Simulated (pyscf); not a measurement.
Optimised with ωB97X-D3(BJ)/def2-SVP in PySCF.

Task: Estimate by transition-state theory the rate constant of F–SiH₂–O–SiH₃ + H atom (H•) -> F–SiH•–O–SiH₃ + hydrogen (H₂) (doublet surface; H–Si broken, H–H formed) at 1200 K, with ωB97M-D3(BJ)/def2-TZVP energies (ideal gas, 1 atm, RRHO with modes under 100 cm⁻¹ raised to 100, one conformer, R ln 2 for chiral ones without a mode under 150 cm⁻¹; no tunnelling).

Result: The electronic barrier is 6.1 kcal/mol and the thermal terms add +24.3, so ΔG‡ = 30.4 kcal/mol. With k_BT/h = 2.50e+13 s⁻¹ and RT = 2.385 kcal/mol, and a volume of 1.64e-19 cm³ per molecule at 1 atm, k = 1.2e-11 cm³ molecule⁻¹ s⁻¹. Wigner's tunnelling factor for 1153i cm⁻¹ would be 1.08. A shift of 1 kcal/mol in the barrier changes k by a factor 1.5. One saddle was located; it need not be the lowest between these sides. The angle at the transferred H is 176°.
